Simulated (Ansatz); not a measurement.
`CCC(F)(F)F` and `C#CC(F)(F)F` differ in one atom or group.

Ansatz, PBE0-D4/def2-TZVP geometries, multiplicity 1. 

```csv
property,`CCC(F)(F)F`
zero-point energy (PBE0-D4/def2-TZVP) / kJ/mol,213.4
LUMO energy (PBE0/def2-TZVPP) / eV,1.21
LUMO energy (ωB97M-V/def2-TZVPP) / eV,2.61
HOMO energy (PBE0/def2-TZVPP) / eV,-10.25
size of the dipole moment (B3LYP/def2-TZVPP) / D,2.38
HOMO–LUMO gap (B3LYP/def2-TZVPP) / eV,10.90
```

**Question.** What does the change do to each property? (An estimate is asked.)

**Answer.** Ansatz gave: 
```
                                        property  `C#CC(F)(F)F`   shift
  zero-point energy (PBE0-D4/def2-TZVP) / kJ/mol           88.4  -125.0
              LUMO energy (PBE0/def2-TZVPP) / eV          -0.26   -1.47
           LUMO energy (ωB97M-V/def2-TZVPP) / eV           1.94   -0.67
              HOMO energy (PBE0/def2-TZVPP) / eV          -9.30    0.95
size of the dipole moment (B3LYP/def2-TZVPP) / D           2.30   -0.08
           HOMO–LUMO gap (B3LYP/def2-TZVPP) / eV           8.52   -2.38
```

With PBE0 the HOMO rises by 0.95 eV and the LUMO falls by 1.47 eV, so the gap narrows by about 2.42 eV. PBE moves the HOMO by 0.66 eV and ωB97M-V by 1.01 eV. The zero-point energy changes by -125.0 kJ/mol with -12 modes. Dipoles are sizes alone; their direction can turn.

B3LYP here is the variant with VWN-RPA as its local correlation; programs differ in this.
